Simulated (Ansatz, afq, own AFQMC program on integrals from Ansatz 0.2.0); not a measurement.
Two steps: Ansatz 0.2.0 writes the Fock matrix and Cholesky factors of the valence space, and afq projects on them the lowest state that overlaps trial and start.

```yaml
crystal:
  periodic: [false, false, false]
  atoms:
    - {symbol: Al, position_ang: [0.000000, 0.000000, 0.696811]}
    - {symbol: N, position_ang: [0.000000, 0.000000, -1.099242]}
    - {symbol: H, position_ang: [0.000000, 0.822256, -1.688737]}
    - {symbol: H, position_ang: [0.000000, -0.822256, -1.688737]}
basis:
  gaussian: {orbitals: aug-cc-pVDZ}
total_charge: 1
magnetization: {spin_polarized: true, initial_magnetization: 1}
correlation: {method: ccsd_t, electrons: outside_noble_gas, hamiltonian_folder: ham}
```

```sh
$ ansatz run in.yaml --threads 1 --pin off --events-out ev --progress --plain --max-ram 16896MiB --backend cuda --devices 0, --max-vram 18GiB
```

Options of the walk:

```
--method phaseless --trial cisd --walkers 2200 --populations 20 --least-time 60 --time-step 0.005 --steps-per-block 50 --equilibration-blocks 28 --max-blocks 4000 --target-error 0.00018 --factor-cut 1e-05 --start spin_pure --seed 7577 --release-times 0.24,0.51,0.99,1.62,2.4 --release-step 0.03 --release-every 3 --taylor-order 6
```

Times are imaginary, in 1/Eh. The walk had a cap of 241 s. With eight or more populations the least sampling time is a fifth of least-time, and the error comes from their spread.

Log:

```
orbitals 62  electrons 5 4  factors 505 of 669
reference energy -297.27970026 Eh
CCSD correlation -0.22425697 Eh in 12 cycles, weight of the determinant in the CISD state 0.9102
energy of the start -297.503881 Eh
 block  time / (1/Eh)  mean weight  energy / Eh
     1     0.250  1.0000  -297.502744
     2     0.500  1.0001  -297.505315
     3     0.750  1.0000  -297.507984
     4     1.000  0.9999  -297.509615
     5     1.250  0.9998  -297.510478
     8     2.000  1.0000  -297.511002
    11     2.750  0.9997  -297.511728
    17     4.250  1.0002  -297.512778
    23     5.750  1.0002  -297.513043
    25     6.250  1.0002  -297.514189
    29     7.250  1.0002  -297.512866
    35     8.750  1.0001  -297.511887
    41    10.250  0.9998  -297.513208
    47    11.750  1.0000  -297.510701
    53    13.250  1.0003  -297.512333
    59    14.750  0.9995  -297.511773
    65    16.250  1.0000  -297.511663
    71    17.750  1.0004  -297.511912
    77    19.250  1.0003  -297.512462
    83    20.750  1.0001  -297.512291
    89    22.250  0.9997  -297.511942
    95    23.750  1.0000  -297.512245
    97    24.250  0.9997  -297.511535
error from the spread of 20 populations
released: time / (1/Eh)  energy / Eh  error  mean overlap
  0.24  -297.512640  0.000113  0.9966
  0.51  -297.512668  0.000113  0.9980
  0.99  -297.512773  0.000149  0.9975
  1.62  -297.512831  0.000174  0.9985
  2.40  -297.513096  0.000262  0.9926
energy -297.512108 +/- 0.000168 Eh
(rows thinned)
```

The run passed its tests (sampling time, drift between the halves within three errors, error under three times the target), which doesn't prove that it has relaxed.

Against this walk (error 4.6 meV) on the same determinant: CCSD(T) 13.0 meV higher, CCSDT(Q) 21.3 meV lower. The error is statistical and leaves out the bias of the constraint. The released energies are still falling (meV from the phaseless value at times in 1/Eh: -14 ± 3 at 0.24, -15 ± 3 at 0.51, -18 ± 4 at 0.99, -20 ± 5 at 1.62, -27 ± 7 at 2.40), so they give no level; they do show a bias of the constraint, and the last of them that isn't too noisy lies 6 meV below CCSDT(Q). CCSDT(Q) is the surest value here, so the walk's 21 meV above it is most likely the bias of the constraint with this trial, which can have either sign.

Cautions: constraint bias not in the error.

The walk took 57 s on 1 × NVIDIA H100 80GB HBM3 with 2 threads of AMD EPYC 7R13 Processor (Zen 3), with other jobs on the host (the card was shared). The log's last line is the phaseless energy.

CCSDT and higher add their correlation energy to the determinant of the CCSD(T) run, since their own runs factorise the integrals more tightly (a shift of under 2 meV). A walk keeps the symmetry of its determinant, which the program's search chose and which needn't be the lowest solution, so a lower state of the same spin and another symmetry isn't excluded.
